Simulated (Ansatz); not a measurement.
**Na2Cd: from a trial structure to a relaxed crystal**

These are results of DFT PBE, scalar-relativistic, plane waves, PAW (Ansatz), not measurements.

Na2Cd was placed on the cubic Laves (C15) structure type (Fd-3m, No. 227), with Cd in place of Mg, Na in place of Cu, at a guessed volume.

The final relaxation ran on this input, with the default PAW datasets:

```yaml
crystal:
  lattice:
    - [0.0, 4.5239067664, 4.5239067664]
    - [4.5239067664, 0.0, 4.5239067664]
    - [4.5239067664, 4.5239067664, 0.0]
  atoms:
    - { symbol: Na, position: [0.125, 0.125, 0.125] }
    - { symbol: Na, position: [0.625, 0.125, 0.125] }
    - { symbol: Na, position: [0.125, 0.125, 0.625] }
    - { symbol: Na, position: [0.125, 0.625, 0.125] }
    - { symbol: Cd, position: [0.5, 0.5, 0.5] }
    - { symbol: Cd, position: [0.75, 0.75, 0.75] }
basis:
  ecutwfc: 420
kpoints:
  mp_grid: { grid: [8, 8, 8] }
hamiltonian:
  xc: pbe
scf:
  occupations: { method: gaussian, width: 0.1 }
output:
  forces: true
  stress: true
  eigenvalues: true
relax:
  adjacent_minimum: "off"
  f_tol: 0.01
  max_steps: 80
  cell: { stress_tol: 0.05 }
```

Launched as:

```bash
ansatz run input.yaml --threads 1 --pin off --max-ram 2560MiB --backend cpu --events-out ev --progress --plain --runs-dir out
```

Time: 36 s on 1 thread of Arm Neoverse V2, on a shared host, peak memory 0.51 GiB.

The program printed at the end:

```
SCF converged after 5 iterations
Free energy (F): -22454.046430 eV
Harris-Foulkes:  -22454.046430 eV  (|F-HF|=2.91e-11)
Internal energy: -22454.036179 eV  (E = F + TS)
E sigma→0 (E₀):  -22454.041305 eV
Entropy (-TS):   -0.010251 eV (-1.709 meV/atom)
Fermi energy:    4.899191 eV
--- Per-component energies (eV) ---
  E_band       = -2015.147297
  E_kinetic    = 1490.734578
  E_local      = -13330.078304  (includes V_loc(G=0)·N_el)
  E_nonlocal   = 524.875437
  E_hartree    = 5588.900311
  E_xc         = -506.633314
  E_vxc        = -639.778891  (∫ρ·V_xc dr)
  E_paw        = -9217.892937  (= ΣΔE_a)
  E_vpaw       = -1238.700714  (= ΣTr[D̂ρ^β])
  E_aug_tail   = -0.000141  (compensation charges beyond the density's cutoff)
  E_ewald      = -7003.941809
  E_smearing   = -0.010251  (= −TS)
  E_closure    =  0.000000  (closes the sum)
  Σ components = -22454.046430   (vs F -22454.046430, Δ=0.00e0)
--- Forces (eV/Å), atoms counted from 1 ---
  atom   1  Na     0.00000000     0.00000000     0.00000000
  atom   2  Na     0.00000000     0.00000000     0.00000000
  atom   3  Na     0.00000000     0.00000000     0.00000000
  atom   4  Na     0.00000000     0.00000000     0.00000000
  atom   5  Cd     0.00000000     0.00000000     0.00000000
  atom   6  Cd     0.00000000     0.00000000     0.00000000
  max |Σ_I F_I| component: 4.63e-18 eV/Å
--- Stress (GPa, compression-positive) ---
        0.003272       0.000000       0.000000
        0.000000       0.003272       0.000000
        0.000000       0.000000       0.003272
  P = ⅓ Tr σ = 0.0033 GPa (0.033 kbar)
--- Relaxed structure (3 steps of the walk, 3 accepted, 1 SCFs on fresh bases) ---
  F+E_penalty+E_count = -22454.04643016 eV   max|allowed force component| = 1.426e-17 eV/Å   (the final SCF, on the basis selected at the relaxed cell)
  cell:  # Å, volume = 182.7223 Å³
    - [0.000000, 4.503884, 4.503884]
    - [4.503884, 0.000000, 4.503884]
    - [4.503884, 4.503884, 0.000000]
  atoms:
    - { symbol: Na, position: [0.125, 0.125, 0.125] }
    - { symbol: Na, position: [0.625000, 0.125, 0.125000] }
    - { symbol: Na, position: [0.125, 0.125, 0.625000] }
    - { symbol: Na, position: [0.125, 0.625000, 0.125000] }
    - { symbol: Cd, position: [0.5, 0.5, 0.5] }
    - { symbol: Cd, position: [0.750000, 0.750000, 0.750000] }
```

Total energies depend on the potentials used, so only differences within one code and one set of settings carry meaning.

The result has space group Fd-3m (No. 227). Around Na lie 6 Na at 3.18 Å and 6 Cd at 3.73 Å; Cd has 12 Na at 3.73 Å and 4 Cd at 3.90 Å.

Against the elements it lies at 0.09 eV/atom. Energies over the elements count from the elements' standard structures at the same level, with no empirical corrections.

For metals, differences of a few meV/atom aren't resolved.

A structure relaxed within its symmetry needn't be a true minimum.